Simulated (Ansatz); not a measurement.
Program: Ansatz. Geometries: PBE0-D4/def2-TZVP. ΔE: electronic, gas phase. CCSD(T)/CBS adds triple-zeta CCSD(T) − MP2 to the extrapolated MP2 energy (def2 sets, frozen cores). This one scheme is used for every species. DFT in def2-TZVPP. B3LYP here is the variant with VWN-RPA as its local correlation; programs differ in this. Triplets are unrestricted, without spin–orbit coupling. Each species was taken in one conformer, which may not be the lowest.

`CC(C)CC(C)C` → `CC(C)C(C)C` + `[CH2]` (triplet)  (formal loss of a carbene)

**Question.** Is it downhill or uphill in electronic energy at CCSD(T)/CBS, and by how much? (Estimate.)

**Answer.** Ansatz gave: Uphill: ΔE = +4.57 eV.

**Question.** What do these levels give: PBE-D4, B3LYP-D4, ωB97M-V, MP2/def2-SVP, MP2/def2-QZVPP, HF/CBS(def2)? (Estimate.)

**Answer.** Ansatz gave: PBE-D4 4.60, B3LYP-D4 4.46, ωB97M-V 4.58, MP2/def2-SVP 4.50, MP2/def2-QZVPP 4.65, HF/CBS(def2) 3.04 eV.

Largest T1 diagnostic among the species: 0.011.

From PBE to PBE0 (25 % exact exchange), in def2-TZVPP and without D4, ΔE moves by −0.07 eV. The D4 term adds +0.10 eV with B3LYP and +0.06 eV with PBE0; it sums over pairs of atoms, weighted by their polarisabilities, and B3LYP, whose exchange is more repulsive, gets the larger term. Leaving LDA and LC-ωPBE aside and taking each functional with its dispersion term where it has one, the values, not all of them listed here, spread over 0.38 eV, from r2SCAN0-D4 to ωB97X-V. LDA lies +0.78 eV from PBE without D4.
